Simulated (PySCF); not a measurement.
# C2H4O3S (ethylene sulfite): the cost of one run

Computed with PySCF 2.14.0, with density-fitted response routines of our own, on a single molecule in the gas phase. Atoms are numbered from 0 throughout.

**1. The molecule as given**

10 atoms, charge 0, multiplicity 1; geometry from: MMFF94s. The atoms were then displaced at random by about 0.03 Å, so the start is not that level's minimum.

Bonds of the start (Å): O0–S1 1.54, S1–O2 1.62, O2–C3 1.28, C3–C4 1.48, C4–O5 1.40, O5–S1 1.64, C3–H6 1.14, C3–H7 1.11, C4–H8 1.18, C4–H9 1.08.

**2. Relaxing the molecule at PBE0-D3(BJ)/def2-SVP**

The job: settings as JSON, then the geometry in Å.

```
{"job": {"xc": "PBE0", "basis": "def2-SVP", "d3": "d3bj", "grid": 1, "shake": 0.03, "kind": "geom"}, "charge": 0, "multiplicity": 1}
O      2.711770     0.068880    -0.272260
S      1.424210    -0.546380    -0.857940
O      0.578520    -1.179010     0.374670
C     -0.573650    -0.618120     0.443060
C     -0.526710     0.756560    -0.111090
O      0.353730     0.643620    -1.192000
H     -1.299930    -1.237890    -0.180800
H     -1.005920    -0.625030     1.463850
H     -0.060060     1.461920     0.712730
H     -1.477310     1.198700    -0.375790
```

Launch:

```
$ OMP_NUM_THREADS=1 python probes_run.py task.json out
```

This one command runs all jobs of the session in turn.

Q: Estimate the wall time and peak memory of this first job on 1 thread of Intel Xeon Platinum 8259CL at 2.50GHz, shared host.

About 94 s, with a peak of 0.45 GiB.
